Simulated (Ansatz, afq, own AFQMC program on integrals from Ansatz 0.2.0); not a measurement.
## GaBr⁺, doublet: a scan with AFQMC

```
atom   x (Å)   y (Å)   z (Å)
  Ga  0.0000  0.0000  0.0000
  Br  0.0000  0.0000  2.2452
```

The Ga1–Br2 distance is changed with both sides rigid. Energies in mEh count from this geometry (2.245 Å) at the same level; the start stands on UHF, each point on the determinant named.

Basis cc-pVDZ. Noble-gas cores (and the filled d shells of Ga–Kr and In–Xe) are frozen. Integrals, coupled cluster, full CI and functionals: Ansatz 0.2.0; the random walks run on the same integrals in our own AFQMC program. The CISD trial takes its coefficients from CCSD amplitudes. Released means that phaseless walkers are propagated on without the constraint, phases kept. Uncertainties: one standard error, sampling alone. No spin–orbit coupling.

Cautions, each for one point or more: inner d shell frozen; no relativity below Rb; no spin-orbit coupling; unrestricted determinant slightly spin contaminated.

```tsv
r(Ga1–Br2) / Å	det.	T1	weight	⟨S²⟩	PBE	B2PLYP	CCSD(T)
2.034	UHF	0.018	0.92	0.76	19.4	18.8	19.5
2.509	UHF	0.025	0.89	0.81	5.1	5.9	6.0
3.173	UHF†	0.008	0.90	0.76	14.1	8.2	6.8
4.186	UHF†	0.006	0.91	0.76	25.0	15.7	12.7
5.970	UHF†	0.005	0.91	0.76	32.3	20.9	17.6
```

Q: Estimate the curve of CCSDT(Q), counted from the same start.

A: 
| r(Ga1–Br2) / Å | det. | T1 | weight | ⟨S²⟩ | CCSDT(Q) | ph-AFQMC/CISD |
| --- | --- | --- | --- | --- | --- | --- |
| 2.034 | UHF | 0.018 | 0.92 | 0.76 | 19.7 | 19.0 ± 0.4 |
| 2.509 | UHF | 0.025 | 0.89 | 0.81 | 5.9 | 5.8 ± 0.4 |
| 3.173 | UHF† | 0.008 | 0.90 | 0.76 | 7.5 | 6.9 ± 0.4 |
| 4.186 | UHF† | 0.006 | 0.91 | 0.76 | 13.5 | 12.4 ± 0.4 |
| 5.970 | UHF† | 0.005 | 0.91 | 0.76 | 18.4 | 17.5 ± 0.4 |

Weight is that of the determinant in the CISD state; at the start T1 is 0.021 and the weight 0.91, and ⟨S²⟩ is 0.77. A dagger marks points whose determinant fills other symmetries than the start's, so the wave-function levels may follow another state there, or a degenerate partner. Largest departures from CCSDT(Q), at the points where its series has closed: CCSD(T) -0.8 mEh at 5.970 (on UHF), ph-AFQMC/CISD -1.1 mEh at 4.186 (on UHF), PBE -0.8 mEh at 2.509, B2PLYP -1.0 mEh at 2.034. Functionals count only at points shown to share the start's state and spin. In this small basis the wave-function levels are far from their limit, so their gap to the functionals isn't the functionals' error. In total energy ph-AFQMC/CISD lies 31 ± 9 meV above CCSDT(Q) at the start, so its agreement along the curve rests in part on cancellation.

CCSDT and higher add their correlation energy to the determinant of the CCSD(T) run, since their own runs factorise the integrals more tightly (a shift of under 2 meV). A walk keeps the symmetry of its determinant, which the program's search chose and which needn't be the lowest solution, so a lower state of the same spin and another symmetry isn't excluded.
